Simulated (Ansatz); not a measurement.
Molecule: C$_{3}$H$_{3}$N, net charge 0, singlet state. SMILES: C=CC#N
Coordinates optimised at B3LYP-D3(BJ)/def2-TZVP (Ansatz, a quantum-chemistry and plane-wave program):
```xyz
7

C     -0.1624    -1.6316     0.0047
C      0.5687    -0.5193    -0.0022
C     -0.0050     0.7858    -0.0018
H     -1.2435    -1.6002     0.0112
H      0.3125    -2.6029     0.0041
H      1.6516    -0.5573    -0.0087
N     -0.4469     1.8501    -0.0016
```
Charge 0, spin multiplicity 1.

Computed values are from Ansatz. Valence correlation only, unless marked. UHF or UKS for open shells. Spin-orbit coupling is left out. No relativistic terms. CBS marks a two-point X^-3 extrapolation of the correlation energy; Hartree-Fock from the larger set.

The Hartree-Fock reference is unstable (checked in the largest basis), which strains HF and MP2. 

Question: What is the dipole moment at CCSD(T)/aug-cc-pVDZ?

Answer: 3.87 D.

Question: What is the T1 diagnostic at CCSD/cc-pVQZ?

Answer: 0.014.

Question: What is the total energy at CCSD(T)/CBS(cc-pVTZ,cc-pVQZ)?

Answer: -170.6078 Eh.

Question: What is the atomisation energy De at CCSD(T)/CBS(cc-pVTZ,cc-pVQZ)?

Answer: 3175.5 kJ/mol.
